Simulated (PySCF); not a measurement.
# Functional dependence of a UV spectrum

Species: furan, C4H4O.
Numbering: `[cH:1]1[cH:2][cH:3][o:4][cH:5]1` (hydrogens: H6 on C1; H7 on C2; H8 on C3; H9 on C5)

Geometry (PBE0-D3(BJ)/def2-SVP, Å), atoms numbered from 1 in this order:
```
atom  x, y, z in Å
C1     0.8664   -0.1844   -0.5200
C2    -0.4564   -0.7286   -0.5618
C3    -1.1638   -0.0596    0.3917
O4    -0.3812    0.8492    1.0066
C5     0.8442    0.7709    0.4515
H6     1.7191   -0.4668   -1.1336
H7    -0.8294   -1.5145   -1.2148
H8    -2.1938   -0.1168    0.7341
H9     1.5949    1.4505    0.8464
```

Linear-response calculations in the def2-SVPD basis (PySCF; singlets by full response, triplets Tamm–Dancoff, core orbitals frozen in the response; HF means time-dependent Hartree–Fock). 'Strongest' is the level of largest summed f among the singlets computed (10 roots, of which the last may lack a degenerate partner); it can jump between rows when another state enters that window. S1 is the lowest singlet of each run and needn't be the same state throughout; f(S1) is that of one state. Isolated species at its PBE0-D3(BJ)/def2-SVP geometry, gas phase.

```tsv
functional	kind	S1 (eV)	f(S1)	strongest (eV)	T1 (eV)	HOMO (eV)	gap (eV)	ionisation energy, ΔSCF (eV)
LDA	LDA	6.22	0.175	8.20	4.35	-5.89	4.89	9.26
PBE	GGA	6.08	0.000	6.20	4.16	-5.69	4.91	8.96
B3LYP	global hybrid, 20% exact exchange	6.23	0.172	8.26	4.08	-6.52	6.45	8.95
PBE0	global hybrid, 25% exact exchange	6.34	0.174	8.38	4.05	-6.72	6.90	8.91
BHandHLYP	global hybrid, 50% exact exchange	6.31	0.169	8.44	3.92	-7.58	8.77	8.71
CAM-B3LYP	range-separated hybrid	6.31	0.167	8.35	4.05	-8.01	9.30	8.98
wB97X-D	range-separated hybrid	6.34	0.172	8.41	4.17	-8.54	10.54	8.92
LC-wPBE	range-separated hybrid	6.46	0.161	8.52	3.98	-9.36	11.82	9.03
HF	Hartree–Fock	6.26	0.159	8.63	3.40	-8.77	11.50	not settled
```

S1 runs from 6.08 eV (PBE) to 6.46 eV (LC-wPBE), a spread of 0.39 eV, while the orbital gap spreads over 6.9 eV. −ε(HOMO) comes closest to its own ΔSCF ionisation energy with LC-wPBE (+0.33 eV) and misses most with LDA (-3.37 eV). The lowest singlet of a reference set is 1A2(π→3s) at 6.09 eV (computed, theoretical best estimate (aug-cc-pVTZ, frozen core, CC3 geometry), gas; Veril, Scemama, Caffarel, Lipparini, Boggio-Pasqua, Jacquemin, Loos, WIREs Comput. Mol. Sci. 2021, 11, e1517 (QUESTDB)). The lowest computed singlet differs from it by PBE -0.01, LDA +0.13, B3LYP +0.14, HF +0.17, BHandHLYP +0.22, CAM-B3LYP +0.22, PBE0 +0.25, wB97X-D +0.25, LC-wPBE +0.37 eV; geometry and basis of the reference needn't be the same. The lowest triplet of a reference set is 3B2(π→π*) at 4.20 eV (computed, theoretical best estimate (aug-cc-pVTZ, frozen core, CC3 geometry), gas; Veril, Scemama, Caffarel, Lipparini, Boggio-Pasqua, Jacquemin, Loos, WIREs Comput. Mol. Sci. 2021, 11, e1517 (QUESTDB)). The lowest computed triplet differs from it by wB97X-D -0.03, PBE -0.04, B3LYP -0.12, CAM-B3LYP -0.15, LDA +0.15, PBE0 -0.15, LC-wPBE -0.22, BHandHLYP -0.28, HF -0.80 eV; geometry and basis of the reference needn't be the same. 'Not settled' means that the ion's SCF failed to converge or may have ended in another state than the lowest.
